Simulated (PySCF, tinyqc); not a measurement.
MP2 on RHF in the sto-6g basis, frozen core, for LiH, spin multiplicity 1, step by step. The lowest restricted solution is unstable here: a spin-polarised one lies 0.0004 hartree lower (PySCF). Computed by tinyqc, a small Python program that keeps every step (integrals from PySCF). Settings: charge = 0, multiplicity = 1, basis = sto-6g, method = RHF, frozen orbitals = 1, energy threshold = 1e-10, iteration cap = 63, orthogonalisation = symmetric, start = Wolfsberg-Helmholz matrix, DIIS depth = 6. Command: `OMP_NUM_THREADS=1 python tinyqc.py 28546 28547 out.jsonl` (the two numbers bound the seeds that draw the settings). One thread of a shared host (Intel(R) Xeon(R) Processor @ 2.60GHz), about 0.1 s of CPU time with the checks. The early iterations of the SCF are left out here.

## One-electron integrals

Geometry (angstrom):
```
atom         x         y         z
Li    0.000000  0.000000  0.000000
H     0.000000  0.000000  2.088000
```

Basis sto-6g: exponents (1/bohr^2) and contraction coefficients of normalised primitives:
```
element  l (shell)    exponent  coefficient
Li           s (1)  167.175846     0.009164
Li           s (1)   30.651508     0.049361
Li           s (1)    8.575187     0.168538
Li           s (1)    2.945808     0.370563
Li           s (1)    1.143944     0.416492
Li           s (1)    0.471139     0.130334
Li           s (2)    6.597564    -0.013253
Li           s (2)    1.305830    -0.046992
Li           s (2)    0.405851    -0.033785
Li           s (2)    0.156146     0.250242
Li           s (2)    0.067814     0.595117
Li           s (2)    0.031084     0.240706
Li           p (3)    6.597564     0.003760
Li           p (3)    1.305830     0.037679
Li           p (3)    0.405851     0.173897
Li           p (3)    0.156146     0.418036
Li           p (3)    0.067814     0.425860
Li           p (3)    0.031084     0.101708
H            s (1)   35.523221     0.009164
H            s (1)    6.513144     0.049361
H            s (1)    1.822143     0.168538
H            s (1)    0.625955     0.370563
H            s (1)    0.243077     0.416492
H            s (1)    0.100112     0.130334
```

Overlap, kinetic and nuclear-attraction integrals over the contracted functions; the nuclear repulsion is the sum of Za Zb / Rab.

nuclear repulsion = 0.76031208 hartree

overlap S, lower triangle:
```
           1Li 1s    1Li 2s   1Li 2px   1Li 2py   1Li 2pz     2H 1s
1Li 1s   1.000000
1Li 2s   0.235742  1.000000
1Li 2px  0.000000  0.000000  1.000000
1Li 2py  0.000000  0.000000  0.000000  1.000000
1Li 2pz  0.000000  0.000000  0.000000  0.000000  1.000000
2H 1s    0.023556  0.281947  0.000000  0.000000  0.397976  1.000000
```

kinetic energy T (hartree), lower triangle:
```
            1Li 1s    1Li 2s   1Li 2px   1Li 2py   1Li 2pz     2H 1s
1Li 1s    3.616742
1Li 2s   -0.110723  0.106524
1Li 2px   0.000000  0.000000  0.320007
1Li 2py   0.000000  0.000000  0.000000  0.320007
1Li 2pz   0.000000  0.000000  0.000000  0.000000  0.320007
2H 1s    -0.008932  0.016431  0.000000  0.000000  0.060747  0.768522
```

nuclear attraction V (hartree), lower triangle:
```
            1Li 1s     1Li 2s    1Li 2px    1Li 2py    1Li 2pz      2H 1s
1Li 1s   -8.320582
1Li 2s   -0.888107  -1.441457
1Li 2px   0.000000   0.000000  -1.417426
1Li 2py   0.000000   0.000000   0.000000  -1.417426
1Li 2pz  -0.009995  -0.093900   0.000000   0.000000  -1.489369
2H 1s    -0.092904  -0.453098   0.000000   0.000000  -0.648273  -1.999621
```

core Hamiltonian H = T + V (hartree), lower triangle:
```
            1Li 1s     1Li 2s    1Li 2px    1Li 2py    1Li 2pz      2H 1s
1Li 1s   -4.703839
1Li 2s   -0.998830  -1.334933
1Li 2px   0.000000   0.000000  -1.097419
1Li 2py   0.000000   0.000000   0.000000  -1.097419
1Li 2pz  -0.009995  -0.093900   0.000000   0.000000  -1.169361
2H 1s    -0.101836  -0.436667   0.000000   0.000000  -0.587526  -1.231099
```

## Two-electron integrals

Functions are numbered as in S; the eight-fold symmetry (ij|kl) = (ji|kl) = (kl|ij) leaves the list below.

Two-electron integrals (ij|kl) in chemists' order, unique and non-zero (hartree):
```
(11|11) 1.681247   (21|11) 0.242603   (21|21) 0.044507   (22|11) 0.397190
(22|21) 0.090279   (22|22) 0.290625   (31|31) 0.009437   (32|31) 0.014261
(32|32) 0.064236   (33|11) 0.397190   (33|21) 0.090279   (33|22) 0.290625
(33|33) 0.313125   (41|41) 0.009437   (42|41) 0.014261   (42|42) 0.064236
(43|43) 0.016875   (44|11) 0.397190   (44|21) 0.090279   (44|22) 0.290625
(44|33) 0.279374   (44|44) 0.313125   (51|51) 0.009437   (52|51) 0.014261
(52|52) 0.064236   (53|53) 0.016875   (54|54) 0.016875   (55|11) 0.397190
(55|21) 0.090279   (55|22) 0.290625   (55|33) 0.279374   (55|44) 0.279374
(55|55) 0.313125   (61|11) 0.023729   (61|21) 0.004289   (61|22) 0.008888
(61|33) 0.008760   (61|44) 0.008760   (61|51) 0.000578   (61|52) 0.001209
(61|55) 0.009146   (61|61) 0.000459   (62|11) 0.088054   (62|21) 0.020448
(62|22) 0.073840   (62|33) 0.069662   (62|44) 0.069662   (62|51) 0.003347
(62|52) 0.022829   (62|55) 0.082197   (62|61) 0.002433   (62|62) 0.035901
(63|31) 0.001354   (63|32) 0.007030   (63|53) 0.003077   (63|63) 0.001973
(64|41) 0.001354   (64|42) 0.007030   (64|54) 0.003077   (64|64) 0.001973
(65|11) 0.117408   (65|21) 0.027460   (65|22) 0.101924   (65|33) 0.094922
(65|44) 0.094922   (65|51) 0.005210   (65|52) 0.035444   (65|55) 0.115929
(65|61) 0.003371   (65|62) 0.053667   (65|65) 0.080849   (66|11) 0.253314
(66|21) 0.059657   (66|22) 0.237046   (66|33) 0.216951   (66|44) 0.216951
(66|51) 0.009873   (66|52) 0.086643   (66|55) 0.277238   (66|61) 0.007327
(66|62) 0.151358   (66|65) 0.232934   (66|66) 0.774999
```

## Orthogonalisation

S = U s U^T; symmetric (Loewdin) form X = U s^(-1/2) U^T, so that X^T S X = 1.

eigenvalues of S: 0.497019  0.808934  1.000000  1.000000  1.177216  1.516831

X, lower triangle:
```
            1Li 1s     1Li 2s   1Li 2px   1Li 2py    1Li 2pz     2H 1s
1Li 1s    1.022336
1Li 2s   -0.126706   1.059970
1Li 2px   0.000000   0.000000  1.000000
1Li 2py   0.000000   0.000000  0.000000  1.000000
1Li 2pz  -0.006238   0.052600  0.000000  0.000000   1.072353
2H 1s     0.017200  -0.170755  0.000000  0.000000  -0.235811  1.109249
```

## Iteration 9 (converged): orbitals

converged F (hartree), lower triangle:
```
            1Li 1s     1Li 2s   1Li 2px   1Li 2py    1Li 2pz      2H 1s
1Li 1s   -2.402526
1Li 2s   -0.619875  -0.193048
1Li 2px   0.000000   0.000000  0.159514
1Li 2py   0.000000   0.000000  0.000000  0.159514
1Li 2pz   0.013553  -0.067625  0.000000  0.000000   0.047794
2H 1s    -0.063439  -0.203585  0.000000  0.000000  -0.200533  -0.088301
```

Diagonalise F' = X^T F X, C = X C', fill 2 alpha and 2 beta electrons from the bottom; D = 2 C_occ C_occ^T. Each column has its largest component positive (the first on a tie).

F' = X^T F X (hartree), lower triangle:
```
           1          2         3         4          5         6
1  -2.355161
2  -0.339952  -0.024574
3   0.000000   0.000000  0.159514
4   0.000000   0.000000  0.000000  0.159514
5   0.011932   0.005768  0.000000  0.000000   0.148302
6   0.015616  -0.206454  0.000000  0.000000  -0.243793  0.065365
```

orbital energies (hartree): MO1 -2.403863, MO2 -0.242757, MO3 0.071767, MO4 0.159514, MO5 0.159514, MO6 0.408784

coefficients C:
```
               MO1        MO2        MO3        MO4       MO5        MO6
1Li 1s    0.994107  -0.139848  -0.204522   0.000000  0.000000   0.109203
1Li 2s    0.023861   0.483847   0.801092   0.000000  0.000000  -0.543220
1Li 2px   0.000000   0.000000   0.000000  -0.153161  0.988201   0.000000
1Li 2py   0.000000   0.000000   0.000000   0.988201  0.153161   0.000000
1Li 2pz  -0.004707   0.331682  -0.594280   0.000000  0.000000  -0.863221
2H 1s    -0.000425   0.594244  -0.186380   0.000000  0.000000   0.963135
```

D after iteration 9, lower triangle:
```
            1Li 1s    1Li 2s   1Li 2px   1Li 2py   1Li 2pz     2H 1s
1Li 1s    2.015612
1Li 2s   -0.087889  0.469355
1Li 2px   0.000000  0.000000  0.000000
1Li 2py   0.000000  0.000000  0.000000  0.000000
1Li 2pz  -0.102128  0.320742  0.000000  0.000000  0.220070
2H 1s    -0.167052  0.575026  0.000000  0.000000  0.394204  0.706252
```

Within a degenerate level the vectors are fixed only up to a rotation; this is one choice.

## Convergence

Stop when the energy changes by less than 1e-10 hartree and every element of the error matrix X^T (F D S - S D F) X is below 3e-06.

Course of the cycle:
```
iteration  E (hartree)     change  largest element of the error matrix
1          -7.89510691          -                             5.67e-02
2          -7.90552909  -1.04e-02                             2.44e-02
3          -7.90946420  -3.94e-03                             1.19e-02
4          -7.91054234  -1.08e-03                             1.42e-03
5          -7.91054408  -1.74e-06                             9.71e-04
6          -7.91054578  -1.70e-06                             1.23e-04
7          -7.91054581  -2.74e-08                             1.37e-05
8          -7.91054581  -3.38e-10                             1.23e-08
9          -7.91054581  -1.78e-15                             6.66e-10
```

PySCF RHF in the same basis = -7.91054581 hartree

Converged in 9 iterations.

## Integrals over molecular orbitals

(pq|rs) = sum C_ip C_jq C_kr C_ls (ij|kl), one index at a time.

one-electron integrals over orbitals h = C^T H C (hartree), lower triangle:
```
           1          2          3          4          5          6
1  -4.696527
2   0.095198  -1.327711
3   0.164784   0.012549  -1.102441
4   0.000000   0.000000   0.000000  -1.097419
5   0.000000   0.000000   0.000000   0.000000  -1.097419
6  -0.055717   0.037086   0.025017   0.000000   0.000000  -1.018607
```

Two-electron integrals over orbitals (pq|rs), unique and non-zero (hartree); the lowest 1 orbital is frozen and left out:
```
(22|22) 0.457532    (32|22) -0.056380   (32|32) 0.018934    (33|22) 0.212099
(33|32) 0.013535    (33|33) 0.331341    (42|42) 0.020876    (43|42) 0.019921
(43|43) 0.041659    (44|22) 0.246955    (44|32) 0.012518    (44|33) 0.280635
(44|44) 0.313125    (52|52) 0.020876    (53|52) 0.019921    (53|53) 0.041659
(54|54) 0.016875    (55|22) 0.246955    (55|32) 0.012518    (55|33) 0.280635
(55|44) 0.279374    (55|55) 0.313125    (62|22) 0.111465    (62|32) -0.042035
(62|33) -0.020155   (62|44) -0.035647   (62|55) -0.035647   (62|62) 0.131556
(63|22) -0.055665   (63|32) 0.014940    (63|33) 0.036431    (63|44) 0.006797
(63|55) 0.006797    (63|62) -0.037009   (63|63) 0.029056    (64|42) -0.018576
(64|43) -0.012454   (64|64) 0.019593    (65|52) -0.018576   (65|53) -0.012454
(65|65) 0.019593    (66|22) 0.428543    (66|32) -0.046572   (66|33) 0.238183
(66|44) 0.260326    (66|55) 0.260326    (66|62) 0.101860    (66|63) -0.044910
(66|66) 0.424365
```

## Second-order Moller-Plesset energy

Hartree-Fock energy = -7.91054581 hartree

E2 = sum_ijab (ia|jb) [2 (ia|jb) - (ib|ja)] / (e_i + e_j - e_a - e_b) over occupied i, j and virtual a, b; the opposite-spin part is (ia|jb)^2 / denominator, the rest is same-spin, and SCS-MP2 scales them by 6/5 and 1/3.

Terms:
```
i  j  a  b    (ia|jb)    (ib|ja)  denominator       term
2  2  6  6   0.131556   0.131556    -1.303082  -0.013282
2  2  3  6  -0.042035  -0.042035    -0.966065  -0.001829
2  2  6  3  -0.042035  -0.042035    -0.966065  -0.001829
2  2  3  3   0.018934   0.018934    -0.629048  -0.000570
2  2  4  4   0.020876   0.020876    -0.804542  -0.000542
2  2  5  5   0.020876   0.020876    -0.804542  -0.000542
```

Pair energies (hartree; pair i-j sums ij and ji):
```
pair  opposite spin  same spin
2-2       -0.018593          0
```

MP2 correlation energy = -0.01859293 hartree

SCS-MP2 correlation energy = -0.02231152 hartree

MP2 total energy = -7.92913874 hartree
